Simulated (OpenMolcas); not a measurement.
Which level was it?

[B2H5]−: 7 atoms, total charge -1, spin state singlet. SMILES: `B[BH3-]`. The coordinates come from a GFN2-xTB relaxation.

| atom | x (Å) | y (Å) | z (Å) |
| --- | --- | --- | --- |
| B | 0.2100 | -0.8136 | 0.4743 |
| B | -0.1199 | 0.6135 | -0.3494 |
| H | 1.2622 | -1.1283 | 0.9690 |
| H | -0.6063 | -1.6782 | 0.6575 |
| H | -0.5315 | 0.3716 | -1.4951 |
| H | -1.0422 | 1.2301 | 0.2075 |
| H | 0.8278 | 1.4050 | -0.4638 |

Orbital energies are those of the mean-field step.

A calculation with OpenMolcas 26.06 gave:

- total energy: -52.2162 Eh
- HOMO energy: -4.59 eV
- LUMO energy: 5.22 eV
- HOMO–LUMO gap: 9.80 eV
- largest force: 0.927 eV/Å

Task: Which of these levels gave the numbers?
A. HF/cc-pVTZ (RICD fitting)
B. HF/def2-SVP
C. CCSD/ANO-L-VDZP (Cholesky decomposition)
D. HF/6-31+G* (spherical functions)

Result: D. The others give -52.1765 Eh (HF/def2-SVP), -52.4748 Eh (CCSD/ANO-L-VDZP (Cholesky decomposition)), -52.2349 Eh (HF/cc-pVTZ (RICD fitting)).
